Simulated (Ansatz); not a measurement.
Species: O2, net charge 1, doublet state. SMILES of the parent species: O=O

Atoms: O1, O2. Bonds: O1-O2.

Bond lengths (Å) and angles (degrees) optimised at HF/6-31G* with Ansatz (a first-principles code); PBE/6-31G* with Ansatz; B3LYP/LANL2DZ with Ansatz, each started from the B3LYP-D3(BJ)/def2-TZVP structure (Ansatz) of the last column. A row stands for all coordinates that are equal there. 6-31G* holds six Cartesian d functions.

```json
[
 {"coordinate": "O1-O2", "HF/6-31G*": "1.110", "PBE/6-31G*": "1.137", "B3LYP/LANL2DZ": "1.167", "B3LYP-D3(BJ)/def2-TZVP": "1.106"}
]
```

Mean signed difference of all 1 bond lengths from B3LYP-D3(BJ)/def2-TZVP: HF/6-31G* 0.004 Å, PBE/6-31G* 0.031 Å, B3LYP/LANL2DZ 0.061 Å.
